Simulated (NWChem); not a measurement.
**One shape, several levels: BCl2 (SMILES Cl[B]Cl)**

Wanted: a comparison of 6 runs (UM06-L/def2-TZVP, U-r2SCAN/def2-TZVP, UB3LYP/def2-TZVP, UBLYP/def2-TZVP, UPBE/def2-TZVP, UPBE0/def2-TZVP) of BCl2. 

The results are computed with NWChem 7.3.0.

**1. Starting point**

BCl2 has 3 atoms, charge 0, and is taken as a doublet. As SMILES, `Cl[B]Cl`. The coordinates come from a PBE0-D4/def2-TZVP relaxation.

Bond lengths: Cl1–B2 1.720 Å, B2–Cl3 1.720 Å. Angles: Cl1–B2–Cl3 125.4°.

**2. Energy and gradient at UM06-L/def2-TZVP (run 1)**

Contents of mymol.xyz:

```xyz
3

Cl     0.371500    -1.525600     0.030000
B     -0.463900    -0.050300    -0.256900
Cl     0.081500     1.511100     0.213700
```

Contents of mymol.nw:

```
echo
start mymol
memory 2200 mb
charge 0

geometry noautosym nocenter noautoz
  load format xyz mymol.xyz
end

basis spherical bse
  * library def2-TZVP
end

dft
  xc m06-l
  mult 2
  grid fine
  convergence energy 1e-08
  maxiter 100
  mulliken
  print low
end

task dft gradient
```

Launch:

```console
nwchem mymol.nw > mymol.out
```

Log:

```text
[...]
 d= 0,ls=0.0,diis     1   -945.2151278177 -1.05D+03  7.45D-03  1.85D-01     2.9
[...]
 d= 0,ls=0.5,diis    27   -945.2726992020 -6.09D-09  1.00D-06  2.51D-09    63.9
[...]
         Total DFT energy =     -945.272699204634
      One electron energy =    -1507.419157449881
           Coulomb energy =      520.390909232890
    Exchange-Corr. energy =      -60.603536863545
 Nuclear repulsion energy =      102.359085875901
[...]
      Total Density - Mulliken Population Analysis
     ---------------------------------------------
    Atom       Charge   Shell Charges
 -----------   ------   -------------------------------------------------------
    1 Cl  17    17.14   2.01  0.44  1.51  1.10  0.93  4.19  1.68  1.10  2.88  1.24  0.01  0.03  0.00
    2 B    5     4.73   0.92  1.06  0.52  0.50  0.03  0.83  0.67  0.03  0.05  0.09  0.02
    3 Cl  17    17.14   2.01  0.44  1.51  1.10  0.93  4.19  1.68  1.10  2.88  1.24  0.01  0.03  0.00
[...]
      <S2> =      0.7553 (Exact =     0.7500)
                         DFT ENERGY GRADIENTS
    atom               coordinates                        gradient
                 x          y          z           x          y          z
   1 Cl      0.702033  -2.882966   0.056692   -0.000730   0.000408  -0.000350
   2 B      -0.876644  -0.095053  -0.485471    0.001368   0.000066   0.000748
   3 Cl      0.154013   2.855565   0.403834   -0.000637  -0.000474  -0.000398
 Task  times  cpu:       73.7s     wall:       73.7s
 Total times  cpu:       73.7s     wall:       73.7s
```

Wall time 74 s (1 thread of Intel Xeon Platinum 8488C (Sapphire Rapids), shared host); peak memory 0.13 GiB.

**3. Energy and forces at U-r2SCAN/def2-TZVP (run 2)**

Contents of a.nw:

```
start a
title "BCl2"
memory 2200 mb
charge 0
geometry units angstroms noautosym nocenter noautoz
 Cl     0.371500    -1.525600     0.030000
 B     -0.463900    -0.050300    -0.256900
 Cl     0.081500     1.511100     0.213700
end
basis "ao basis" spherical bse
 * library def2-TZVP
end
dft
 xc r2scan
 mult 2
 grid fine
 convergence energy 1e-08
 iterations 100
 mulliken
end
task dft gradient
```

Launch:

```console
nwchem a.nw > a.out
```

Log:

```text
[...]
          Wavefunction type:  spin polarized.
          No. of atoms     :     3
          No. of electrons :    39
[...]
          Charge           :     0
          Spin multiplicity:     2
[...]
          AO basis - number of functions:   105
[...]
              XC Information
              --------------
                      r^2SCAN Method XC Functional
               r^2SCAN metaGGA Exchange Functional  1.000
                     r^2SCAN Correlation Potential  1.000
[...]
 d= 0,ls=0.0,diis     1   -945.1476349034 -1.05D+03  7.43D-03  2.76D-01     2.8
[...]
 d= 0,ls=0.0,diis    12   -945.2145056086 -9.69D-11  3.14D-08  3.58D-12    28.0
[...]
         Total DFT energy =     -945.214505608553
      One electron energy =    -1507.133816545394
           Coulomb energy =      520.065741645928
    Exchange-Corr. energy =      -60.505516584989
 Nuclear repulsion energy =      102.359085875901
[...]
      Total Density - Mulliken Population Analysis
     ---------------------------------------------
    Atom       Charge   Shell Charges
 -----------   ------   -------------------------------------------------------
    1 Cl  17    17.07   2.01  0.44  1.52  1.12  0.83  4.19  1.67  1.12  2.84  1.28  0.01  0.03  0.00
    2 B    5     4.86   0.92  1.06  0.53  0.50  0.08  0.83  0.67  0.10  0.05  0.11  0.02
    3 Cl  17    17.07   2.01  0.44  1.52  1.12  0.83  4.19  1.67  1.12  2.84  1.28  0.01  0.03  0.00
[...]
      <S2> =      0.7546 (Exact =     0.7500)
[...]
  wavefunction    = open shell
                         DFT ENERGY GRADIENTS
    atom               coordinates                        gradient
                 x          y          z           x          y          z
   1 Cl      0.702033  -2.882966   0.056692   -0.001465   0.002685  -0.000492
   2 B      -0.876644  -0.095053  -0.485471    0.002397   0.000130   0.001313
   3 Cl      0.154013   2.855565   0.403834   -0.000931  -0.002815  -0.000820
[...]
```

Run time: 36 s. Hardware: 1 thread of Intel Xeon Platinum 8488C (Sapphire Rapids), shared host; peak memory 0.12 GiB.

Runs 3 to 5 aren't shown in full; the table further down has their settings and results.

**4. Energy and forces at UPBE0/def2-TZVP (run 6)**

Contents of input.xyz:

```xyz
3

Cl     0.371500    -1.525600     0.030000
B     -0.463900    -0.050300    -0.256900
Cl     0.081500     1.511100     0.213700
```

Contents of input.nw:

```
start input
memory 2200 mb

geometry noautosym nocenter noautoz
 load format xyz input.xyz
end

basis spherical bse
 * library def2-TZVP
end

dft
 xc pbe0
 mult 2
 grid fine
 convergence energy 1e-08
 maxiter 100
 mulliken
 noprint "final vectors analysis"
end

task dft gradient
```

Launch:

```console
nwchem input.nw > input.out
```

Log:

```text
[...]
          Wavefunction type:  spin polarized.
          No. of atoms     :     3
          No. of electrons :    39
[...]
          Charge           :     0
          Spin multiplicity:     2
[...]
          AO basis - number of functions:   105
[...]
              XC Information
              --------------
                         PBE0 Method XC Functional
                     Hartree-Fock (Exact) Exchange  0.250
          PerdewBurkeErnzerhof Exchange Functional  0.750
            Perdew 1991 LDA Correlation Functional  1.000 local
           PerdewBurkeErnz. Correlation Functional  1.000 non-local
[...]
 d= 0,ls=0.0,diis     1   -944.8842435045 -1.05D+03  6.68D-03  2.39D-01     2.6
[...]
 d= 0,ls=0.0,diis    11   -944.9507111496 -8.17D-09  1.59D-07  2.10D-10    22.5
[...]
         Total DFT energy =     -944.950711149637
      One electron energy =    -1507.141314507018
           Coulomb energy =      520.064777099449
    Exchange-Corr. energy =      -60.233259617970
 Nuclear repulsion energy =      102.359085875901
[...]
      Total Density - Mulliken Population Analysis
     ---------------------------------------------
    Atom       Charge   Shell Charges
 -----------   ------   -------------------------------------------------------
    1 Cl  17    17.06   2.01  0.43  1.52  1.14  0.80  4.19  1.67  1.12  2.83  1.29  0.01  0.03  0.00
    2 B    5     4.88   0.91  1.06  0.54  0.50  0.09  0.83  0.67  0.10  0.05  0.11  0.02
    3 Cl  17    17.06   2.01  0.43  1.52  1.14  0.80  4.19  1.67  1.12  2.83  1.29  0.01  0.03  0.00
[...]
      <S2> =      0.7533 (Exact =     0.7500)
[...]
  wavefunction    = open shell
                         DFT ENERGY GRADIENTS
    atom               coordinates                        gradient
                 x          y          z           x          y          z
   1 Cl      0.702033  -2.882966   0.056692   -0.000069   0.000230  -0.000011
   2 B      -0.876644  -0.095053  -0.485471    0.000086  -0.000014   0.000045
   3 Cl      0.154013   2.855565   0.403834   -0.000017  -0.000216  -0.000034
[...]
```

Run time: 29 s. Hardware: 1 thread of Intel Xeon Platinum 8488C (Sapphire Rapids), shared host; peak memory 0.12 GiB.

**5. Overview of the runs**

```
run               level  energy (Eh)   ⟨S²⟩  largest force (eV/Å)  wall time
  1    UM06-L/def2-TZVP  -945.272699  0.755                 0.080       74 s
  2  U-r2SCAN/def2-TZVP  -945.214506  0.755                 0.159       36 s
  3    UB3LYP/def2-TZVP  -945.318135  0.753                 0.231       30 s
  4     UBLYP/def2-TZVP  -945.272461  0.752                 0.526       27 s
  5      UPBE/def2-TZVP  -944.873363  0.753                 0.276       29 s
  6     UPBE0/def2-TZVP  -944.950711  0.753                 0.012       29 s
```

**6. What came out**

| quantity | value |
| --- | --- |
| run 6: total energy | -944.95071 Eh |
| run 6: dipole moment | 0.31 D |
| run 6: ⟨S²⟩ | 0.753 |
| run 6: largest force on an atom | 0.012 eV/Å |

**Reading.** Over runs 2, 3, 4, 5, 6 the dipole moment (its size) runs from 0.31 D (U-r2SCAN/def2-TZVP) to 0.44 D (UPBE/def2-TZVP). Totals of different functionals can't be ranked against each other. All runs together took 3.8 min, the longest 74 s.
